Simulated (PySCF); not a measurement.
**AlP⁺ (quartet): changing the method**

Aim: see what other levels and later steps give for AlP⁺ (quartet).

Computed with PySCF 2.14.0. Level: method and basis as typed in the scripts.

## 1. Where the work starts

AlP⁺ (quartet): 2 atoms, charge 1, spin multiplicity 4.

Bond lengths: Al1–P2 2.242 Å.

## 2. The base run

File input.py:

```python
from pyscf import gto, scf, mcscf

mol = gto.M(
    atom='Al 0 0 0; P 0 0 2.242',
    basis='jorge-dzp-dkh',
    charge=1,
    spin=3,
    verbose=4,
)
mf = scf.ROHF(mol)
mf = mf.sfx2c1e()
mf.kernel()
mc = mcscf.CASCI(mf, 8, 7)
mc.kernel()
mc.analyze()
mf.dip_moment()
print('orbital energies (hartree):', mf.mo_energy[..., max(0, mol.nelec[1]-3):mol.nelec[0]+3].round(4))
```

Started as:

```sh
> python input.py
```

## 3. Population analysis

Variant 1 changes step after the SCF: casci → analyze.

File input.py:

```python
from pyscf import gto, scf

mol = gto.M(
    atom='Al 0 0 0; P 0 0 2.242',
    basis='jorge-dzp-dkh',
    charge=1,
    spin=3,
    verbose=4,
)
mf = scf.ROHF(mol)
mf = mf.sfx2c1e()
mf.kernel()
mf.analyze()
print('orbital energies (hartree):', mf.mo_energy[..., max(0, mol.nelec[1]-3):mol.nelec[0]+3].round(4))
```

## 4. Geometry optimisation

Variant 2 changes step after the SCF: casci → optimize.

File input.py:

```python
from pyscf import gto, scf
from pyscf.geomopt.geometric_solver import optimize

mol = gto.M(
    atom='Al 0 0 0; P 0 0 2.242',
    basis='jorge-dzp-dkh',
    charge=1,
    spin=3,
    verbose=4,
)
mf = scf.ROHF(mol)
mf = mf.sfx2c1e()
mf.kernel()
mol_eq = optimize(mf, maxsteps=30)
print('optimised geometry (angstrom)')
print(mol_eq.tostring('raw'))
print('orbital energies (hartree):', mf.mo_energy[..., max(0, mol.nelec[1]-3):mol.nelec[0]+3].round(4))
```

## 5. UHF

Variant 3 changes SCF type: ROHF → UHF.

File input.py:

```python
from pyscf import gto, scf, mcscf

mol = gto.M(
    atom='Al 0 0 0; P 0 0 2.242',
    basis='jorge-dzp-dkh',
    charge=1,
    spin=3,
    verbose=4,
)
mf = scf.UHF(mol)
mf = mf.sfx2c1e()
mf.kernel()
mc = mcscf.CASCI(mf, 8, 7)
mc.kernel()
mc.analyze()
mf.dip_moment()
print('orbital energies (hartree):', [e[max(0, n-3):n+3].round(4) for e, n in zip(mf.mo_energy, mol.nelec)])
```

## 6. Bhandhlyp (ROKS)

Variant 4 changes functional: none (Hartree–Fock) → bhandhlyp; SCF type: ROHF → ROKS; step after the SCF: casci → analyze.

File input.py:

```python
from pyscf import gto, dft

mol = gto.M(
    atom='Al 0 0 0; P 0 0 2.242',
    basis='jorge-dzp-dkh',
    charge=1,
    spin=3,
    verbose=4,
)
mf = dft.ROKS(mol, xc='bhandhlyp')
mf = mf.sfx2c1e()
mf.kernel()
mf.analyze()
print('orbital energies (hartree):', mf.mo_energy[..., max(0, mol.nelec[1]-3):mol.nelec[0]+3].round(4))
```

**Question.** What will these runs give? Wanted: for each run, E(SCF); from base; gap, α spin; after the SCF.

The runs gave:

| run | E(SCF) (hartree) | from base (eV) | cycles | gap, α spin (eV) | after the SCF |
| --- | --- | --- | --- | --- | --- |
| base | -583.605623 | 0 | 11 | n/a | CASCI correlation -0.570 eV |
| population analysis | -583.605623 | 0.0000 | 11 | n/a | n/a |
| geometry optimisation | -583.605623 | 0.0000 | 11 | n/a | bond 3.272 Å, -0.609 eV |
| UHF | -583.612685 | -0.1922 | 12 | 10.59 | CASCI correlation -0.338 eV |
| bhandhlyp (ROKS) | -584.682818 | not comparable | 10 | n/a | n/a |

SCF columns refer to the geometry typed in the script.

In words: A lower total energy from another functional means nothing by itself. The dearest run is “geometry optimisation”, at 7.7 s against 1.6 s.
